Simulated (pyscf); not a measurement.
•H₂C–CH₂–CH₂–Cl (SMILES [CH2]CCCl) → C₃H₆ (SMILES C1CC1) + Cl• (SMILES [Cl]) (ring closure with loss of a group; doublet surface; C–Cl broken, C–C formed). Single points on ωB97X-D3(BJ)/def2-SVP structures (PySCF, gas phase). Energies in kcal/mol from the reactant's lowest minimum found.

```tsv
level	barrier	reaction energy
ωB97X-D3(BJ)/def2-TZVP	___	+24.1
PBE/def2-TZVP	20.4	+25.1
r²SCAN/def2-TZVP	___	___
B3LYP-D3(BJ)/def2-TZVP	24.3	+24.8
M06-2X/def2-TZVP	26.7	+21.6
HF/def2-TZVP	39.8	+18.0
```

Question: Fill in the missing entries.

Answer: 
- ωB97X-D3(BJ)/def2-TZVP, barrier: 29.3
- r²SCAN/def2-TZVP, barrier: 23.9
- r²SCAN/def2-TZVP, reaction energy: +28.1

On the product side the descent ends in what is likely a three-electron adduct, which functionals tend to overbind, 4.1 kcal/mol under the separated species and 9.3 kcal/mol under the saddle at ωB97X-D3(BJ)/def2-TZVP. At PBE, r²SCAN, B3LYP-D3(BJ) the saddle lies under the separated products, which points to a path from their complex (located at ωB97X-D3(BJ) alone), and parting the products costs more than the saddle. •H₂C–CH₂–CH₂–Cl lies 9.2 kcal/mol over its isomer H₃C–C•(CH₃)–Cl, and others may lie lower still (electronic energy, ωB97M-D3(BJ)). cyclopropane lies 6.6 kcal/mol over its isomer H₂C=CH–CH₃, and others may lie lower still (electronic energy, ωB97M-D3(BJ)). This is the saddle that the search found; another between the same sides may lie lower. Left out: the spin-orbit lowering of Cl.
